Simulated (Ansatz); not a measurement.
# C3H4, SMILES C1=CC1: the interaction energy of a dimer with the counterpoise correction

With the Ansatz DFT code, driven from Python.

Typed at the interpreter:
```pycon
>>> import ansatz as az
>>> BASIS_SET = "def2-SVPD"
>>> FUNCTIONAL = "b3lyp"
>>> FIRST = [
...     ("C", (-0.7101, -0.2956, -0.317)),
...     ("C", (0.223, 0.5533, -0.5985)),
...     ("C", (0.2796, -0.1916, 0.6037)),
...     ("H", (-1.6215, -0.658, -0.6045)),
...     ("H", (0.6729, 1.262, -1.2644)),
...     ("H", (0.1297, 0.3528, 1.5383)),
...     ("H", (1.0261, -1.023, 0.6422)),
... ]
>>> SECOND = [
...     ("C", (-1.493, 2.5458, 1.7018)),
...     ("C", (-2.7037, 2.177, 1.9638)),
...     ("C", (-2.3683, 3.5519, 1.9457)),
...     ("H", (-0.5381, 2.2182, 1.542)),
...     ("H", (-3.4468, 1.412, 2.0668)),
...     ("H", (-2.3718, 4.0814, 2.9007)),
...     ("H", (-2.722, 4.1415, 1.0641)),
... ]
>>> def energy(atoms, ghosts=()):
...     molecule = az.Crystal.molecule()
...     for symbol, xyz in atoms:
...         molecule = molecule.atom(symbol, xyz)
...     calc = (
...         molecule.calculation()
...         .basis(gaussian=BASIS_SET)
...         .functional(FUNCTIONAL)
...     )
...     deck = calc.input()
...     if ghosts:
...         deck = deck.set(az.key.basis.gaussian.ghost_atoms, [{"symbol": s, "position_ang": list(xyz)} for s, xyz in ghosts])
...     return az.Session.from_dict(deck).plan().execute().report["free_energy_ev"]
...
>>> # ghost atoms carry the functions of the partner
>>> both = energy(FIRST + SECOND)
>>> alone = energy(FIRST) + energy(SECOND)
>>> ghosted = energy(FIRST, SECOND) + energy(SECOND, FIRST)
>>> print(f"dimer {both:.6f} eV")
dimer -6341.214839 eV
>>> print(f"interaction, uncorrected   {23.060548 * (both - alone):8.3f} kcal/mol")
interaction, uncorrected      0.406 kcal/mol
>>> print(f"interaction, counterpoise  {23.060548 * (both - ghosted):8.3f} kcal/mol")
interaction, counterpoise     1.493 kcal/mol
>>> print(f"basis-set superposition    {23.060548 * (alone - ghosted):8.3f} kcal/mol")
basis-set superposition       1.086 kcal/mol
```

Uncorrected it is 0.406 kcal/mol, with the counterpoise correction 1.493 kcal/mol; the difference, 1.09 kcal/mol, is the superposition error. In this basis both values are repulsive.

These settings explore the input space; basis and method may be short of convergence. The dimer is a generated trial pose of unrelaxed monomers, not a minimum, so the figure is no binding energy, and the basis set is small. b3lyp holds the VWN-RPA fit, as in Gaussian; the form of ORCA and Turbomole is b3lyp5. This level lacks the dispersion part of the attraction (electrostatics and induction are there), which can decide the sign where the interaction is weak. Hardware and time: 25 s on 1 thread of Arm Neoverse V1, with other jobs on the host, peak memory 0.38 GiB.
